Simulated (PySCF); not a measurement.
Geometries of 7 isomers of C7H5N, from PBE0-D3(BJ)/def2-SVP geometry optimisation, gas phase (PySCF 2.14.0). One conformer each, no zero-point energy, no frequencies.

Question: Which is lowest in electronic energy at this level?
A.
```xyz
13
angstrom
N      3.575    0.678   -0.019
C      2.434    0.477   -0.032
C      1.023    0.228   -0.048
C      0.122    1.300    0.039
C     -1.246    1.052    0.023
C     -1.721   -0.255   -0.080
C     -0.826   -1.322   -0.167
C      0.545   -1.087   -0.152
H      0.504    2.319    0.120
H     -1.948    1.887    0.091
H     -2.797   -0.445   -0.092
H     -1.199   -2.345   -0.248
H      1.253   -1.914   -0.220
```
B.
```xyz
13
angstrom
C      3.155   -0.251   -0.063
C      1.946   -0.160   -0.052
C      0.521   -0.054   -0.038
C     -0.117    1.175   -0.262
C     -1.508    1.218   -0.235
N     -2.277    0.156   -0.009
C     -1.671   -1.009    0.203
C     -0.288   -1.174    0.201
H      4.226   -0.333   -0.073
H      0.469    2.076   -0.452
H     -2.026    2.169   -0.408
H     -2.321   -1.872    0.388
H      0.160   -2.153    0.381
```
C.
```xyz
13
angstrom
C     -3.718    0.252    0.651
C     -2.335    0.008    0.294
C     -1.171   -0.195   -0.003
C      0.140   -0.418   -0.332
C      1.304   -0.619   -0.627
C      2.698   -0.856   -0.975
C      3.633   -0.034   -0.203
N      4.378    0.610    0.403
H     -4.300    0.581   -0.224
H     -4.190   -0.659    1.051
H     -3.791    1.036    1.421
H      2.959   -1.917   -0.816
H      2.867   -0.655   -2.047
```
D.
```xyz
13
angstrom
C      3.983   -0.095   -0.259
N      2.807   -0.114   -0.254
C      1.429   -0.138   -0.248
C      0.759   -1.367   -0.219
C     -0.632   -1.385   -0.212
C     -1.352   -0.190   -0.235
C     -0.677    1.031   -0.264
C      0.714    1.065   -0.270
H      1.338   -2.291   -0.202
H     -1.158   -2.342   -0.190
H     -2.444   -0.210   -0.230
H     -1.238    1.968   -0.281
H      1.258    2.010   -0.293
```
E.
```xyz
13
angstrom
C      3.235   -0.748   -0.514
C      2.044   -0.567   -0.374
C      0.640   -0.320   -0.204
C      0.188    0.989    0.034
C     -1.175    1.201    0.196
C     -2.038    0.110    0.117
C     -1.487   -1.150   -0.123
N     -0.189   -1.369   -0.281
H      4.287   -0.922   -0.641
H      0.905    1.810    0.088
H     -1.560    2.206    0.383
H     -3.116    0.228    0.238
H     -2.138   -2.030   -0.191
```
F.
```xyz
13
angstrom
C      3.121   -0.331   -0.133
C      2.098    0.312   -0.008
C      0.930    1.094    0.141
C     -0.337    0.595    0.098
C     -1.431    1.507    0.263
N     -2.337    2.219    0.392
C     -0.647   -0.816   -0.106
C     -1.887   -1.322   -0.149
H      4.025   -0.902   -0.244
H      1.070    2.168    0.299
H      0.224   -1.467   -0.227
H     -2.053   -2.390   -0.305
H     -2.770   -0.686   -0.030
```
G.
```xyz
13
angstrom
C      3.167    0.474    0.140
C      1.970    0.283    0.091
C      0.563    0.052    0.032
C     -0.362    1.092    0.215
C     -1.718    0.800    0.145
C     -2.106   -0.517   -0.105
N     -1.241   -1.513   -0.281
C      0.053   -1.237   -0.214
H      4.227    0.644    0.183
H     -0.009    2.106    0.408
H     -2.469    1.581    0.282
H     -3.169   -0.777   -0.166
H      0.751   -2.069   -0.361
```

Answer: A. That is `N#CC1=CC=CC=C1`, 19.8 kcal/mol below the next.

| SMILES | atoms numbered as above | E (Eh) | relative (kcal/mol) | relative (kJ/mol) | dipole (D) |
| --- | --- | --- | --- | --- | --- |
| N#Cc1ccccc1 | [N:1]#[C:2][c:3]1[cH:4][cH:5][cH:6][cH:7][cH:8]1 | -323.88157 | 0.0 | 0.0 | 4.46 |
| [C-]#[N+]c1ccccc1 | [C-:1]#[N+:2][c:3]1[cH:4][cH:5][cH:6][cH:7][cH:8]1 | -323.85003 | 19.8 | 82.8 | 4.03 |
| C#Cc1cccnc1 | [CH:1]#[C:2][c:3]1[cH:4][cH:5][cH:6][n:7][cH:8]1 | -323.81972 | 38.8 | 162.4 | 1.97 |
| C#Cc1ccncc1 | [CH:1]#[C:2][c:3]1[cH:4][cH:5][n:6][cH:7][cH:8]1 | -323.81904 | 39.2 | 164.2 | 1.95 |
| C#Cc1ccccn1 | [CH:1]#[C:2][c:3]1[cH:4][cH:5][cH:6][cH:7][n:8]1 | -323.81771 | 40.1 | 167.7 | 2.31 |
| C#C/C=C(/C#N)C=C | [CH:1]#[C:2]/[CH:3]=[C:4](/[C:5]#[N:6])[CH:7]=[CH2:8] | -323.75863 | 77.1 | 322.8 | 3.80 |
| CC#CC#CCC#N | [CH3:1][C:2]#[C:3][C:4]#[C:5][CH2:6][C:7]#[N:8] | -323.74157 | 87.8 | 367.5 | 4.26 |

As drawn, the lowest has an aromatic ring, which the highest lacks; the highest has a C≡C bond, which the lowest lacks.
